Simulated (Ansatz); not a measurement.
# UPBE0/cc-pVTZ run of BH2O (SMILES [BH]O)

Aim: the vertical ionisation energy of BH2O at UPBE0/cc-pVTZ, from 2 runs. 

Program for the calculation: Ansatz 0.2.0.

50 further runs of the same task are left out: 50 set aside as unsound or not needed.

### 1 Starting point

The species is BH2O (4 atoms), meant as a doublet with charge 0. As SMILES, `[BH]O`. The shape is that of a PBE0-D4/def2-TZVP optimisation.

Bond lengths: B1–O2 1.333 Å, B1–H3 1.201 Å, O2–H4 0.961 Å. Angles: B1–O2–H4 114.6°, O2–B1–H3 121.0°.

### 2 A single-point energy at UPBE0/cc-pVTZ

job.yaml

```yaml
crystal:
  periodic: [false, false, false]
  atoms:
    - {symbol: B, position_ang: [-0.006100, -0.485500, 0.388300]}
    - {symbol: O, position_ang: [0.119700, 0.544500, -0.448600]}
    - {symbol: H, position_ang: [-1.064200, -1.032400, 0.540300]}
    - {symbol: H, position_ang: [1.006100, 0.913200, -0.500300]}
basis:
  gaussian:
    orbitals: cc-pVTZ
magnetization:
  spin_polarized: true
  initial_magnetization: 1
hamiltonian:
  xc: {name: PBE0}
accuracy: high
output:
  orbitals: {seedname: orbitals}
```

The run is started by

```sh
$ ansatz run job.yaml --threads 1 --pin off --max-ram 3480MiB --events-out events.jsonl --progress --plain --runs-dir runs
```

The program printed:

```text
Warning: RAYON_NUM_THREADS=1 ignored (pool sized by the plan → 1); use --threads N
Functional definition: PBE0
  name "PBE0"
  parameter a = 0.25
  parameter kappa = 0.804
  parameter beta = 0.06672455060314922
  exchange = (1 - a)*pbe_x(kappa = kappa, mu = beta*pi^2/3) + a*exact_x
  correlation = pbe_c(beta = beta)
1459 factors; integrals over basis functions are off by at most 3.0e-9 eV
mean field evaluation 1: about -2749.3493 eV, gradient 3.2e1 eV
mean field evaluation 2: about -2743.7009 eV, gradient 5.1e1 eV
mean field evaluation 4: about -2752.5614 eV, gradient 1.0e0 eV
mean field evaluation 8: about -2752.5663 eV, gradient 1.4e-2 eV
mean field evaluation 16: about -2752.5663 eV, gradient 2.7e-6 eV
mean field -2752.56634190 eV, -101.1549473082 hartree, gradient 3.5e-8 eV, S^2 0.752223; 0 other end points of the search recorded, 0 dependent functions left out
reference -2752.56634416 eV, -101.1549473916 hartree; 8, 7 occupied and 80, 81 virtual orbitals, 1459 factors
Total energy: -2752.56634416 eV, -101.1549473916 hartree
```

Run time: 4.5 s. Hardware: 1 thread of Arm Neoverse V1, shared host; peak memory 0.21 GiB.

### 3 The singlet cation

job.yaml

```yaml
crystal:
  periodic: [false, false, false]
  atoms:
    - symbol: B
      position_ang: [-0.006100, -0.485500, 0.388300]
    - symbol: O
      position_ang: [0.119700, 0.544500, -0.448600]
    - symbol: H
      position_ang: [-1.064200, -1.032400, 0.540300]
    - symbol: H
      position_ang: [1.006100, 0.913200, -0.500300]
basis:
  gaussian:
    orbitals: cc-pVTZ
total_charge: 1
hamiltonian:
  xc: pbe0
accuracy: high
output: {orbitals: {seedname: orbitals}}
```

The run is started by

```sh
$ ansatz run job.yaml --threads 1 --pin off --max-ram 3480MiB --events-out events.jsonl --progress --plain --runs-dir runs
```

The program printed:

```text
Warning: RAYON_NUM_THREADS=1 ignored (pool sized by the plan → 1); use --threads N
[... 7 set-up lines as earlier in the session ...]
1459 factors; integrals over basis functions are off by at most 3.0e-9 eV
mean field evaluation 1: about -2729.3879 eV, gradient 9.7e1 eV
mean field evaluation 2: about -2640.4646 eV, gradient 1.9e2 eV
mean field evaluation 4: about -2743.9949 eV, gradient 6.5e0 eV
mean field evaluation 8: about -2744.0758 eV, gradient 3.7e-2 eV
mean field evaluation 16: about -2744.0758 eV, gradient 1.1e-6 eV
mean field -2744.07575679 eV, -100.8429240608 hartree, gradient 1.8e-8 eV, S^2 0.000000; 0 other end points of the search recorded, 0 dependent functions left out
reference -2744.07575898 eV, -100.8429241411 hartree; 7, 7 occupied and 81, 81 virtual orbitals, 1459 factors
Total energy: -2744.07575898 eV, -100.8429241411 hartree
```

It took 2.6 s on 1 thread of Arm Neoverse V1, shared host; peak memory 0.17 GiB.

### 4 Results

Level: UPBE0/cc-pVTZ.

```
                                          quantity          value
                        doublet BH2O: total energy  -101.15495 Eh
  doublet BH2O: HOMO energy (highest over α and β)       -5.58 eV
   doublet BH2O: LUMO energy (lowest over α and β)       -0.94 eV
                                doublet BH2O: ⟨S²⟩          0.752
                      singlet cation: total energy  -100.84292 Eh
                       singlet cation: HOMO energy      -19.29 eV
                       singlet cation: LUMO energy      -11.14 eV
                     singlet cation: HOMO–LUMO gap        8.15 eV
vertical ionisation energy (to the singlet cation)       8.491 eV
```

In words: The vertical ionisation energy comes to 8.49 eV (196 kcal/mol). Only the singlet of the ionised species was computed; a triplet could lie lower.
